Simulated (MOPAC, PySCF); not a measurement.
C3H8, SMILES `CCC`, neutral singlet in the gas phase. 

Z-matrix (Å, degrees):
```
C
H 1 1.0941
H 1 1.0941 2 106.11
C 1 1.5264 2 109.45 3 -118.00
H 4 1.0917 1 111.62 2 57.95
H 4 1.0929 5 107.77 1 122.14
H 4 1.0929 5 107.77 6 115.73
C 1 1.5264 2 109.45 3 118.00
H 8 1.0917 1 111.62 2 -57.95
H 8 1.0929 9 107.77 1 -122.14
H 8 1.0929 9 107.77 10 -115.73
```
Charge 0, multiplicity 1.

All levels are single points at this geometry (B3LYP-D3(BJ)/def2-TZVPD); Pople sets use spherical d functions. Orbital energies aren't observables, and empty levels follow the basis.

B3LYP-D3(BJ)/def2-TZVPD in PySCF gives HOMO (eV) = -8.98.

Estimate the HOMO (eV) from each of these levels: PBE-D3(BJ)/def2-TZVPD in PySCF; B3LYP/6-31G* in PySCF; BP86/6-31G* in PySCF; PM3 in MOPAC; PM7 in MOPAC.


```csv
level,HOMO (eV)
PBE-D3(BJ)/def2-TZVPD in PySCF,-7.73
B3LYP/6-31G* in PySCF,-8.83
BP86/6-31G* in PySCF,-7.68
PM3 in MOPAC,-11.58
PM7 in MOPAC,-11.42
```
